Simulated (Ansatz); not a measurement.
A nudged elastic band was laid between two geometries of ClH3Si + H2 (7 atoms, charge 0, multiplicity 1).

The calculation used RKS revPBE-D4/def2-SVP (Ansatz 0.2.0).

| Item | Value |
| --- | --- |
| movable images | 7 |
| climbing image | yes |
| spring | 5.0 eV/Å² |
| optimiser | quadratic models (default) |
| start path | through a guess of the saddle point |
| force threshold | 0.05 eV/Å |
| iteration limit | 60 |
| end points | relaxed |

First end point:

```xyz
7
Properties=species:S:1:pos:R:3
Si 0.485 0.000 -0.048
Cl 0.518 0.000 2.042
H 1.898 0.000 -0.554
H -0.228 1.233 -0.520
H -0.228 -1.233 -0.520
H -3.087 0.000 1.119
H -2.465 0.000 1.564
```

Last end point:

```xyz
7
Properties=species:S:1:pos:R:3
Si -0.314 0.000 -0.565
Cl -0.349 0.000 3.460
H 0.926 0.000 0.279
H -0.357 1.231 -1.425
H -0.357 -1.231 -1.425
H -1.525 0.000 0.335
H -1.130 0.000 2.423
```

(1) What changes between the two ends?

(2) Give the energies along the band, and the barrier.

(3) What is the geometry of the highest image?

Results:

(1) Bonds broken: Si1–Cl2, H6–H7. Bonds formed: Si1–H6, Cl2–H7. ClH3Si + H2 becomes ClH + H4Si.

(2) The run converged. The highest image is number 5 of 0 to 8, 2.12 eV above the first end and 1.45 eV above the last; the last end lies 0.67 eV above the first. A vibrational analysis at the climbing image gives 2 clearly imaginary modes (977i, 140i cm⁻¹): a point of higher order. A lower path may pass nearby, or the ends, which weren't checked, may share the extra mode. The orbitals stay closed-shell, which can raise the energy where a bond breaks towards radicals; this wasn't checked here.

```csv
image,path coordinate (Å),energy (eV),Si1–Cl2 (Å),H6–H7 (Å),Si1–H6 (Å)
0,0.00,0.00,2.09,0.77,3.76
1,0.52,0.01,2.09,0.77,3.27
2,1.05,0.10,2.10,0.77,2.78
3,1.57,0.46,2.13,0.77,2.35
4,2.10,1.31,2.29,0.81,1.98
5,2.62,2.12,2.60,1.00,1.71
6,3.24,1.30,3.05,1.34,1.55
7,3.86,0.75,3.55,1.62,1.51
8,4.48,0.67,4.02,2.12,1.51
```

(3) 
```xyz
7
Properties=species:S:1:pos:R:3
Si -0.199 0.000 -0.075
Cl -0.037 0.000 2.524
H 1.296 0.000 0.075
H -0.571 1.260 -0.806
H -0.571 -1.260 -0.806
H -1.750 0.000 0.647
H -1.273 0.000 1.524
```

Run time: 110 s on 1 thread of Arm Neoverse V1 (shared host), peak memory 0.086 GiB.
